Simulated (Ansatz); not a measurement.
Constitutional and geometric isomers with formula C2H2O. All species are isolated molecules in the gas phase. Strings in code marks are SMILES.

Quantity: electronic energy of isomers of C2H2O relative to `C=C=O`, in eV.

Case: `C#CO`. Geometry of `C#CO` (neutral, multiplicity 1, Å):

```xyz
5

C      1.0863     0.1395     0.0048
C     -0.0454    -0.1609     0.2559
O     -1.2555    -0.5686     0.5363
H      2.0863     0.4134    -0.2182
H     -1.8717     0.1766     0.5469
```

Problem. Give the electronic energy of isomers of C2H2O relative to `C=C=O` at the level frozen-core CCSD(T) with HF/cc-pVQZ and the correlation energy extrapolated as X^-3 from cc-pVTZ and cc-pVQZ // B3LYP-D3(BJ)/def2-TZVP (Ansatz, a program for electronic structure).

Solution. 1.45 eV.
